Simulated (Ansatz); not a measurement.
Process, species as SMILES: ClCl (Cl2) → 2 Cl atom
B3LYP-D3(BJ)/def2-TZVP geometries, fixed; electronic energies without zero-point terms.
Largest species:
```
Cl
Cl 1 2.0135
```

Energies in hartree at MP2 with Ansatz (a program for electronic structure); the bond dissociation energy is their sum with the coefficients shown, times 627.509 kcal/mol a hartree. All functions are spherical. Cores are frozen. Open shells are unrestricted. No added dispersion term, no relativity.

```
species     coefficient          part  cc-pV(D+d)Z  cc-pV(T+d)Z  cc-pV(Q+d)Z
----------  -----------  ------------  -----------  -----------  -----------
ClCl (Cl2)           -1  Hartree-Fock   -918.96450   -919.00055   -919.00825
ClCl (Cl2)           -1   correlation     -0.27681     -0.37965     -0.41874
Cl atom              +2  Hartree-Fock   -459.47140   -459.48556   -459.48916
Cl atom              +2   correlation     -0.11260     -0.15854     -0.17550
```

### Question
Predict the bond dissociation energy in cc-pV(5+d)Z (X = 5): let each Hartree-Fock step shrink by the ratio of the last two, and fit each correlation energy at X = 3 and 4 to E + A/X^3. Compare with the run.

### Answer

- ClCl (Cl2): steps -0.03605 and -0.00770, ratio 0.214, so Hartree-Fock -919.00990 (run: -919.00968); A = (-0.37965 - (-0.41874))/(1/27 - 1/64) = 1.8256, correlation -0.41874 - A/64 + A/125 = -0.43266 (run: -0.43516).
- Cl atom: steps -0.01416 and -0.00360, ratio 0.254, so Hartree-Fock -459.49007 (run: -459.48973); A = (-0.15854 - (-0.17550))/(1/27 - 1/64) = 0.7921, correlation -0.17550 - A/64 + A/125 = -0.18154 (run: -0.18264).
Predicted 62.34 kcal/mol; the run in cc-pV(5+d)Z gives 62.81, a miss of -0.48. Keeping the value in cc-pV(Q+d)Z, 61.29, would miss by -1.52. All sums are of the energies as printed.
